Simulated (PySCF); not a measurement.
# N-Methylhydroxylamine (CH₅NO): geometry, NMR shifts, spin-spin couplings, electronic excitations and core binding energies

What NMR shifts, spin-spin couplings, electronic excitations and core binding energies should N-Methylhydroxylamine (CH₅NO) (`CNO`) show?

Programs: PySCF 2.14.0, with density-fitted response routines of our own. Each step states its level of theory. These are calculated values for one molecule in the gas phase, unless marked as measured. Atoms count from 0, in the outputs and in this text.

## 1. Starting geometry

8 atoms, charge 0, multiplicity 1; geometry from: MMFF94s. The atoms were then displaced at random by about 0.03 Å, so the start is not that level's minimum.

Bonds of the start (Å): C0–N1 1.45, N1–O2 1.41, C0–H3 1.14, C0–H4 1.18, C0–H5 1.00, N1–H6 1.03, O2–H7 0.99.

## 2. Relaxing the molecule at PBE0-D3(BJ)/def2-SVP

Job settings and geometry (Å):

```
{"job": {"xc": "PBE0", "basis": "def2-SVP", "d3": "d3bj", "grid": 1, "shake": 0.03, "kind": "geom"}, "charge": 0, "multiplicity": 1}
C     -0.596130    -0.169720     0.549720
N      0.028530     0.177790    -0.715290
O      1.384160    -0.088560    -0.445230
H     -0.153820     0.502130     1.356960
H     -1.724940     0.137220     0.394050
H     -0.599370    -1.142060     0.779110
H      0.079750     1.197470    -0.861420
H      1.720060    -0.699930    -1.141590
```

Started as:

```
$ OMP_NUM_THREADS=1 python probes_run.py task.json out
```

This one command runs all jobs of the session in turn.

**Question.** This job is followed by: GIAO PBE0/pcSseg-1 NMR shielding, non-relativistic, gas phase; B3LYP/pcJ-1 indirect spin-spin coupling, non-relativistic, gas phase; TDDFT CAM-B3LYP/def2-SVPD, vertical, gas phase, core orbitals frozen in the response; GIAO wB97X-D/pcSseg-2 NMR shielding, non-relativistic, gas phase; delta-SCF UKS SCAN, pcX-2 on the ionised atom, pcseg-1 elsewhere, spin-free X2C. Predict these results of the whole session: point group; rotational constants (main isotopes); ¹³C shifts against TMS (PBE0/pcSseg-1); ¹H shifts against TMS (PBE0/pcSseg-1, means over atoms taken as alike); ¹⁵N shifts against NH3 (PBE0/pcSseg-1); ¹⁷O shifts against H2O (PBE0/pcSseg-1); largest coupling of the table (B3LYP/pcJ-1); lowest singlet (CAM-B3LYP/def2-SVPD); brightest single state of those computed; lowest triplet; vertical ionisation energy (ΔSCF); C1s binding energies, SCAN/pcX-2; N1s binding energies, SCAN/pcX-2; O1s binding energies, SCAN/pcX-2; range of the shift of O2.

The runs gave:

```
                                                              quantity                        value
                                                           point group                           C1
                                  rotational constants (main isotopes)       40.52, 10.06, 8.87 GHz
                                ¹³C shifts against TMS (PBE0/pcSseg-1)                     42.4 ppm
¹H shifts against TMS (PBE0/pcSseg-1, means over atoms taken as alike)         3.74, 3.17, 2.62 ppm
                                ¹⁵N shifts against NH3 (PBE0/pcSseg-1)                    136.7 ppm
                                ¹⁷O shifts against H2O (PBE0/pcSseg-1)                    114.7 ppm
                           largest coupling of the table (B3LYP/pcJ-1)      ¹J(C,H) C0–H3, 139.4 Hz
                                  lowest singlet (CAM-B3LYP/def2-SVPD)  6.36 eV (195 nm), f = 0.001
                              brightest single state of those computed  state 7, 8.78 eV, f = 0.048
                                                        lowest triplet                      6.07 eV
                                     vertical ionisation energy (ΔSCF)                      9.71 eV
                                      C1s binding energies, SCAN/pcX-2                 C0 291.62 eV
                                      N1s binding energies, SCAN/pcX-2                 N1 406.47 eV
                                      O1s binding energies, SCAN/pcX-2                 O2 539.18 eV
                                              range of the shift of O2           105.7 to 114.7 ppm
```

**Reading.** The start was shaken at random, so part of the energy gained undoes that. Over 5 steps the energy fell by 0.536 eV; of the close pairs, C0–H5 changed most, 0.999 to 1.100 Å. No frequency check was run at this level, so the end point may be a saddle. In the run at B3LYP/pcJ-1, the largest coupling of the table is C0–H3 (mean over like pairs), 139.4 Hz, of which the Fermi-contact term gives 137.9 Hz. The first singlet state (HOMO→LUMO 0.91) lies at 6.36 eV and is dark; of the 10 states computed, the strongest absorption comes from state 7 at 8.78 eV (the last state computed is bright too, and its partners may lie past the list). The lowest triplet lies 0.28 eV below the lowest singlet (triplets in Tamm-Dancoff, singlets in full TDDFT). At CAM-B3LYP/def2-SVPD, the highest states lie near or above the ionisation energy, where they hang on the basis. The orbital energy would give 8.46 eV for ionisation, ΔSCF gives 9.71 eV. Across the 2 runs the shift of O2 moves most, between 105.7 (wB97X-D/pcSseg-2) and 114.7 ppm (PBE0/pcSseg-1). Most of that comes from the computed reference, not from the atom's own shielding.
